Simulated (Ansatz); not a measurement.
A calculation with Ansatz (development build ahead of 0.2.0).

```yaml
crystal:
  periodic: [false, false, false]
  atoms:
    - { symbol: C, position_ang: [1.3906, -0.0039, -0.00351] }
    - { symbol: C, position_ang: [0.68906, 1.20014, -0.00859] }
    - { symbol: C, position_ang: [-0.70225, 1.20882, -0.00989] }
    - { symbol: C, position_ang: [-1.39332, 0.00527, 0.00149] }
    - { symbol: C, position_ang: [-0.70333, -1.21014, 0.00895] }
    - { symbol: C, position_ang: [0.69172, -1.21107, 0.00303] }
    - { symbol: H, position_ang: [2.49178, -0.0096, 0.00679] }
    - { symbol: H, position_ang: [1.23428, 2.1548, -0.00605] }
    - { symbol: H, position_ang: [-1.23781, 2.1468, 0.00548] }
    - { symbol: H, position_ang: [-2.48886, -0.00901, 0.00317] }
    - { symbol: H, position_ang: [-1.24287, -2.15136, 0.00836] }
    - { symbol: H, position_ang: [1.24373, -2.15969, -0.0025] }
basis:
  gaussian: { orbitals: "6-31G" }
hamiltonian:
  xc: hf
```

The input is written out in the form of the current development build from the run's settings.

The run gave:

| Property | Result |
| --- | --- |
| Converged | yes |
| Total energy | -230.62223 hartree |
| Spin squared of the determinant | 0.000 |
